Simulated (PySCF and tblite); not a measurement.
Results of a calculation; reference values are marked as such.
C₄H₃FO, numbered as in [O:1]=[C:2]=[CH:3]/[CH:4]=[CH:5]/[F:6].

The ensemble was built from 60 distance-geometry starts (ETKDG and KDG, MMFF94s, GFN2-xTB) and rests on GFN2-xTB geometries. Energies: B3LYP-D3(BJ)/def2-TZVP, with GFN2-xTB thermal terms (modes under about 100 cm⁻¹ blended into free rotors). Symmetry numbers and mirror images are counted. Conformers within 2.5 kcal/mol (GFN2-xTB free energy) were kept, 3 at most. GIAO shieldings: PBE0/pcSseg-1. Shifts are against TMS (¹H), TMS (¹³C), CFCl3 (¹⁹F) at the same level. Codes: tblite and PySCF.

Task: Predict the averaged NMR shifts at 298.15 K.

Result: ¹H: 6.95 (H5, 1H), 5.79 (H4, 1H), 3.78 (H3, 1H) ppm. ¹³C: 210.3 (C2), 152.9 (C5), 104.9 (C4), 22.2 (C3) ppm. ¹⁹F: -132.6 (F6) ppm.

Task: How do the conformers differ?

Result: Torsions listed: C2–C3–C4–C5.
```csv
conformer,shape,weight %
1,180°,95.8
2,0°,4.2
```

| signal | 1 | 2 | average |
| --- | --- | --- | --- |
| H3 | 3.80 | 3.39 | 3.78 |
| H4 | 5.82 | 5.10 | 5.79 |
| H5 | 6.95 | 7.05 | 6.95 |
| C2 | 210.2 | 213.2 | 210.3 |
| C3 | 22.4 | 17.1 | 22.2 |
| C4 | 105.0 | 103.4 | 104.9 |
| C5 | 152.5 | 161.6 | 152.9 |
| F6 | -133.0 | -123.0 | -132.6 |

Task: Which signal moves most, for its nucleus, between 250 and 350 K through the change of populations alone?

Result: H4: 5.81 ppm at 250 K, 5.79 ppm at 298.15 K, 5.77 ppm at 350 K.

Unscaled ¹⁹F shifts at such levels can be off by tens of ppm; differences between conformers or isomers are more reliable. Shifts are unscaled: against experiment ¹³C can be off by 15 ppm or more and ¹H by 0.8 ppm.
